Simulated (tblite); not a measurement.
Compound: C₄H₆FS (doublet state).
Numbering: `[CH3:1][S:2][C@@H:3]1[CH:4][C@@H:5]1[F:6]` (hydrogens: H7, H8, H9 on C1; H10 on C3; H11 on C4; H12 on C5)

Cartesian coordinates in Å at the GFN2-xTB level; atoms count from 1:
```xyz
12
C4H6FS angstrom
C      1.8269    0.1793    0.0055
S      0.7229   -0.4327   -1.2973
C     -0.9138   -0.0441   -0.6459
C     -1.1721    0.8639    0.4567
C     -1.4478   -0.5411    0.7038
F     -0.6401   -1.2661    1.5464
H      1.8441    1.2650   -0.0091
H      1.4994   -0.1986    0.9691
H      2.8126   -0.2085   -0.2303
H     -1.6088   -0.1385   -1.4709
H     -0.4752    1.4818    0.9846
H     -2.4468   -0.9612    0.7259
```

All values are computed: GFN2-xTB (tblite) harmonic vibrations without scaling, gas phase. The method is semi-empirical: single wavenumbers can be off by several per cent or more. One conformer, not necessarily the lowest. Open shells enter through the occupations alone, without spin polarisation, and single modes of such species can be off by tens of per cent.

Harmonic wavenumbers (cm⁻¹): 89.4, 149.9, 178.1, 219.5, 304.9, 428.2, 477.6, 633.5, 685.8, 732.2, 832.4, 906.8, 941.2, 947.1, 975.5, 987.4, 1026.3, 1077.9, 1173.4, 1240.3, 1314.3, 1382.5, 1436.5, 1451.1, 3019.0, 3025.5, 3030.4, 3045.7, 3062.2, 3158.3.

A = 4611, B = 2198, C = 1936 MHz; mass 105.017 u (most abundant isotopes); point group C1, symmetry number 1; spin multiplicity 2.

**Question.** Zero-point energy?

**Answer.** Half the sum of the wavenumbers: 18966 cm⁻¹ = 226.89 kJ/mol.

**Question.** What is S at 500 K and 1 bar for an ideal gas of classical rigid rotors and harmonic oscillators?

**Answer.** Translation 177.65, rotation 120.23, vibration 118.45, spin (R ln 2) 5.76: S = 422.1 J/(mol K).

**Question.** And Cp and H(500 K) − H(0)?

**Answer.** Cp = 160.12 J/(mol K), of which vibrations give 126.86 (their classical limit is 30 R = 249.4); H(500 K) − H(0) = 48.82 kJ/mol without the zero-point energy, 32.19 from vibrations.

**Question.** Blend soft modes into free rotors: weight 1/[1 + (100 cm⁻¹/ν̃)⁴] for the oscillator and the rest for a rotor with moment μB/(μ + B), μ = h/(8π²ν), B = 10⁻⁴⁴ kg m². What vibrational entropy results?

**Answer.** 114.61 J/(mol K) in place of 118.45, which changes −T·S at 500 K by +1.92 kJ/mol.

**Question.** How do the functions run with temperature in this model?

**Answer.** 
```csv
T (K),S (J/(mol K)),Cp (J/(mol K)),H − H(0) (kJ/mol),G − H(0) (kJ/mol),ln q(vib)
50,230.5,42.3,1.79,-9.73,0.10
100,265.0,58.3,4.33,-22.17,0.59
298.15,352.1,111.7,21.05,-83.91,3.40
373.15,379.4,132.0,30.21,-111.35,4.54
750,494.6,196.7,93.82,-277.12,10.30
1000,554.5,219.6,146.05,-408.47,13.84
```

q(vib) and H(0) count from the zero-point level.

**Question.** Which modes carry the vibrational entropy at 500 K?

**Answer.** 89.4 cm⁻¹: 19.63; 149.9 cm⁻¹: 15.37; 178.1 cm⁻¹: 13.96; 219.5 cm⁻¹: 12.27; 304.9 cm⁻¹: 9.66; 428.2 cm⁻¹: 7.09 J/(mol K); the other 24 give 40.47 together.

Hindered rotation and anharmonicity are outside this model. Other conformers, if any are populated, would add a mixing term that is left out. The structure is chiral; the term R ln 2 for an equal mix with its mirror image is left out.

On one thread, Arm Neoverse V2 (aarch64), on a shared host, this took 0.22 s of wall time. The figure is for the frequency step alone.
